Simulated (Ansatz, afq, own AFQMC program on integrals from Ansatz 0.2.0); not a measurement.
AFQMC on a folder of integrals that Ansatz 0.2.0 wrote.

```yaml
crystal:
  periodic: [false, false, false]
  atoms:
    - {symbol: Al, position_ang: [-0.740755, 0.006434, 0.005001]}
    - {symbol: C, position_ang: [1.247385, -0.010835, -0.008422]}
    - {symbol: H, position_ang: [1.646285, -1.033829, -0.006127]}
    - {symbol: H, position_ang: [1.665515, 0.499669, 0.869187]}
    - {symbol: H, position_ang: [1.653518, 0.491031, -0.896583]}
basis:
  gaussian: {orbitals: cc-pVTZ}
magnetization: {spin_polarized: true, initial_magnetization: 0}
correlation: {method: ccsd_t, electrons: outside_noble_gas, hamiltonian_folder: ham}
```

```sh
$ ansatz run in.yaml --threads 1 --pin off --events-out ev --progress --plain --max-ram 16896MiB --backend cuda --devices 0, --max-vram 18GiB
```

Options of the walk:

```
--method free --trial cisd --walkers 1000 --time-step 0.03 --max-blocks 4000 --target-error 0.00038 --factor-cut 1e-05 --seed 1856 --times 0,0.21,0.42,0.81,1.2,1.8,2.4,3 --taylor-order 8
```

Times are imaginary, in 1/Eh. The walk had a cap of 111 s.

afq prints:

```
orbitals 100  electrons 5 5  factors 602 of 614
reference energy -281.52535425 Eh
CCSD correlation -0.26861726 Eh in 9 cycles, weight of the determinant in the CISD state 0.8654
repeat  energy at the last time / Eh  error
    10  -281.804421  0.000558
    20  -281.804757  0.000407
    30  -281.804508  0.000322
time / (1/Eh)  energy / Eh  error  mean overlap
  0.00  -281.793933  0.000075  1.1557
  0.21  -281.799416  0.000100  1.1553
  0.42  -281.801608  0.000124  1.1548
  0.81  -281.803210  0.000137  1.1562
  1.20  -281.803804  0.000147  1.1635
  1.80  -281.804185  0.000184  1.1660
  2.40  -281.804173  0.000208  1.1709
  3.00  -281.804495  0.000312  1.1662
energy -281.804495 +/- 0.000312 Eh
```

The run passed its tests (error under three times the target), which doesn't prove that it has relaxed.

Against this walk (error 8.5 meV) on the same determinant: CCSD(T) 24.6 meV higher, CCSDT(Q) 3.3 meV lower (within the noise). The error is statistical, and a free projection of finite length keeps a remainder of its start.

Cautions: remainder of the start not in the error; an unrestricted solution with more broken spin lies lower (7 meV, ⟨S²⟩ 0.12), while this determinant keeps restricted orbitals.

The walk took 45 s on 1 × NVIDIA H100 80GB HBM3 with 2 threads of AMD EPYC 7R13 Processor (Zen 3) (shared host) (the card was shared). The log's last line is the free-projection energy.

CCSDT and higher add their correlation energy to the determinant of the CCSD(T) run, since their own runs factorise the integrals more tightly (a shift of under 2 meV). A walk keeps the symmetry of its determinant, which the program's search chose and which needn't be the lowest solution, so a lower state of the same spin and another symmetry isn't excluded.
